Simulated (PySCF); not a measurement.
Compound: chloroethane, C₂H₅Cl.
SMILES: `ClCC`

Method: PySCF, TDDFT CAM-B3LYP/def2-SVPD, vertical, gas phase, core orbitals frozen in the response. Geometry: GFN2-xTB; no solvent, vibrations or thermal averaging.

**Question.** List the vertical singlet excitations with oscillator strengths and describe the spectrum.

**Answer.** 

```
state  E (eV)  E (kJ/mol)  λ (nm)       f  |μ| (D)  symmetry   main configurations (H = HOMO, L = LUMO)
   S1    7.41         715   167.3  0.0016     0.24         –                     H→L+1 (48%), H→L (41%)
   S2    7.46         720   166.3  0.0021     0.27        A′                 H-1→L+1 (46%), H-1→L (43%)
   S3    8.18         789   151.5   0.023     0.86        A″        H→L (45%), H→L+1 (37%), H→L+2 (12%)
   S4    8.25         796   150.3   0.056     1.34        A′  H-1→L (43%), H-1→L+1 (40%), H-1→L+2 (11%)
   S5    9.16         883   135.4   0.014     0.64        A″                 H→L+2 (57%), H-1→L+3 (25%)
   S6    9.17         884   135.3   0.018     0.73        A′                 H→L+3 (64%), H-1→L+2 (28%)
   S7    9.21         889   134.6  0.0000     0.03         –                 H-1→L+3 (73%), H→L+2 (21%)
   S8    9.28         896   133.6   0.058     1.28        A′                 H-1→L+2 (50%), H→L+3 (32%)
```

Triplets, Tamm–Dancoff:

| state | E (eV) | λ (nm) | main configurations (H = HOMO, L = LUMO) |
| --- | --- | --- | --- |
| T1 | 6.73 | 184.2 | H→L+1 (48%), H→L (34%) |
| T2 | 6.77 | 183.1 | H-1→L+1 (49%), H-1→L (33%) |
| T3 | 7.98 | 155.3 | H→L (45%), H→L+1 (33%), H→L+2 (13%) |

The lowest singlet lies at 7.41 eV (167 nm, vacuum ultraviolet) and is very weak; its leading configuration is HOMO→LUMO+1 (48%). The strongest level in the table is S8 at 9.28 eV (134 nm, f = 0.058). It is the last of those listed, so stronger ones may follow. Löwdin shares by element: HOMO (one of a set within 0.03 eV) chlorine 77%, carbon 13% or more; LUMO carbon 39%, chlorine 24%, hydrogen 10% or more (atoms not listed hold the other 27%). Of the 8 states listed, 5 reach f = 0.01 and 1 stays under 0.0005. Orbital energies (eV): HOMO-3 -12.16, HOMO-2 -11.97, HOMO-1 -9.86, HOMO -9.83, LUMO 1.29, LUMO+1 1.73, LUMO+2 2.21. The listed states span 1.87 eV, and the widest gap between neighbours is 0.90 eV (S4 to S5). No computed singlet lies in the visible range (380 to 750 nm); the lowest, at 167 nm, stands 4.15 eV above its violet end (3.26 eV). Symmetry labels in Cs follow from the direction of the transition dipole and are given only for states with f of 0.002 or more. The window holds the lowest 8 singlets.
